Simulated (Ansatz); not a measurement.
Ideal-gas functions of ozone (`O=[O+][O-]`) at 500 K and 1 bar, from an Ansatz frequency run at PBE0-D4/def2-TZVP.

Molar mass 48.0 g/mol, point group C2v (symmetry number 2), electronic degeneracy 1, moments of inertia 4.289, 36.178, 40.466 u Å². Harmonic wavenumbers (cm⁻¹, unscaled): 780, 1304, 1327.

Use S(trans) = R[1.5 ln M + 2.5 ln T − 1.1517]; rotational temperatures θ = 24.2544 K / I; S(rot) = R[ln(√π/σ · √(T³/θAθBθC)) + 1.5]; for each mode x = 1.438777 ν̃/T, S = R[x/(eˣ − 1) − ln(1 − e⁻ˣ)] and H = RT x/(eˣ − 1); 1 cm⁻¹ = 0.0119627 kJ/mol; R = 8.31446 J/(mol·K).

Question: By hand: the entropy, in J/(mol·K).

Answer: Translation 167.9. Rotation: θ = 5.655, 0.6704, 0.5994 K, giving 85.6. Vibration, mode by mode: 3.14, 0.95, 0.90, in all 5.0. Electronic 0.0. Sum 258.5 J/(mol·K).

Question: By hand: H − E and G − E in kJ/mol, counted from the electronic energy.

Answer: Zero-point energy ½ × 3411 × 0.0119627 = 20.4; thermal vibration 1.8; translation, rotation and pV give 4 RT = 16.6. H − E = 38.8 kJ/mol, and G − E = 38.8 − 500 × 258.5/1000 = -90.5 kJ/mol.

Vibration gives 2 % of the entropy.
